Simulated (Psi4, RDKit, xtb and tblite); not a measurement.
Torsional profile of SMILES C=CC=C (C₄H₆). Scanned: dihedral C1–C2–C3–C4; all other coordinates were relaxed at GFN2-xTB. Points at φ and −φ are mirror images. Heavy atoms are numbered in the order of the SMILES C=CC=C, hydrogens after them in the order of the atoms that carry them; the mirror image has the same energies with the sign of each dihedral reversed.

- PBE/def2-TZVP // GFN2-xTB (Psi4)
- UFF // GFN2-xTB (RDKit)
- GFN2-xTB (xtb and tblite)

Energies in eV, each method relative to its own lowest point.

| φ / ° | PBE/def2-TZVP | UFF | GFN2-xTB |
|---|---|---|---|
| -150 | 0.082 | 0.068 | 0.054 |
| -120 | 0.269 | 0.245 | 0.180 |
| -90 | 0.320 | 0.405 | 0.233 |
| -60 | 0.214 | 0.283 | 0.157 |
| -30 | 0.164 | 0.147 | 0.096 |
| 0 | 0.178 | 0.121 | 0.094 |
| 30 | 0.164 | 0.147 | 0.096 |
| 60 | 0.214 | 0.283 | 0.157 |
| 90 | 0.320 | 0.405 | 0.233 |
| 120 | 0.269 | 0.245 | 0.180 |
| 150 | 0.082 | 0.068 | 0.054 |
| 180 | 0.000 | 0.000 | 0.000 |
